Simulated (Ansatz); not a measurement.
**AlHO (singlet): wave-function methods side by side at distance Al1–O2 = 5.383 Å, 6-31G**

One table from this session's results is given with a row withheld; the runs are named, their logs left out.

Method: 6-31G, core rule «outside noble gas», up to 6 orbitals frozen; program: Ansatz 0.2.0, Gaussian basis.

Plan: UHF; CCSD(T) on RHF; BCCD(T) on RHF; CISD; CCSDT(Q) on RHF; CISDTQ; CCSDTQ on RHF; CASSCF and MRCISD+Q, 2 electrons in 2 orbitals; CASSCF and NEVPT2, 2 electrons in 2 orbitals; CASSCF and MRCISD+Q, 10 electrons in 9 orbitals; CASSCF and MRCISD+Q(relaxed), 10 electrons in 9 orbitals; CASSCF and NEVPT2, 10 electrons in 9 orbitals; Full CI; Full CI in the symmetry of the determinant.

43 further runs of the same task are left out: 21 for a known fault of the program, 16 that didn't finish, 6 set aside as unsound or not needed.

**What is computed**

The geometry derives from a PBE0/def2-TZVP stationary point (not a proven minimum). One bond is set to the value named and the two fragments are kept rigid.

3 atoms, charge 0, spin multiplicity 1.

Atoms are counted from 1 here; the program's logs count them from 0.

Bond lengths: Al1–H3 1.568 Å.

As a file:

```mol
AlHO
  3D, bonds by distance, orders not assigned

  3  1  0  0  0  0  0  0  0  0999 V2000
    0.0000    0.0000    1.2716 Al  0  0
    0.0000    0.0000   -4.1114 O   0  0
    0.0000    0.0000    2.8399 H   0  0
  1  3  8  0
M  END
```

Set-up of the first run:

Contents of in.yaml:

```yaml
crystal:
  periodic: [false, false, false]
  atoms:
    - {symbol: Al, position_ang: [0.000000, 0.000000, 1.271555]}
    - {symbol: O, position_ang: [0.000000, 0.000000, -4.111445]}
    - {symbol: H, position_ang: [0.000000, 0.000000, 2.839890]}
basis:
  gaussian: {orbitals: 6-31G}
magnetization: {spin_polarized: true, initial_magnetization: 0}
hamiltonian: {xc: hf}
output: {orbitals: {seedname: orbitals}}
```

Command:

```console
$ ansatz run in.yaml --threads 1 --pin off --events-out ev --progress --plain --max-ram 2393MiB
```

Among the steps run: UHF; CCSD(T) on RHF; BCCD(T) on RHF; CISD; CCSDT(Q) on RHF; CISDTQ; CCSDTQ on RHF; CASSCF and MRCISD+Q, 2 electrons in 2 orbitals; CASSCF and NEVPT2, 2 electrons in 2 orbitals; CASSCF and MRCISD+Q, 10 electrons in 9 orbitals; CASSCF and MRCISD+Q(relaxed), 10 electrons in 9 orbitals; CASSCF and NEVPT2, 10 electrons in 9 orbitals; Full CI; Full CI in the symmetry of the determinant.

One of the session's tables, all rows but one given; the rest of the session is left out.

```
                   method  from FCI (kJ/mol)
                      UHF             +226.5
           CASSCF valence                  ?
           NEVPT2 valence              +53.4
           MRCISD valence               +5.4
         MRCISD+Q valence               +0.9
MRCISD+Q(relaxed) valence               +0.7
                      FCI                  0
```

**Question.** Estimate the row for CASSCF valence.

**Answer.** from FCI (kJ/mol): +177.5. In the column «from FCI (kJ/mol)» it lies between NEVPT2 valence (+53.4) and UHF (+226.5).

Left out of the table: CASSCF pair, NEVPT2 pair, MRCISD pair, MRCISD+Q pair (the active space lost an orbital or holds another state than full CI finds).

Limits of these values: The determinant is far from a pure spin state, so its energy mixes those of several spin states (harmless only where they are near-degenerate, as at dissociation). Left out of the table: RHF, RMP2, CISD, RCCSD, RCCSD(T), BCCD(T), RCCSDT, CISDTQ, RCCSDT(Q), RCCSDTQ (another determinant or state than the rows shown).
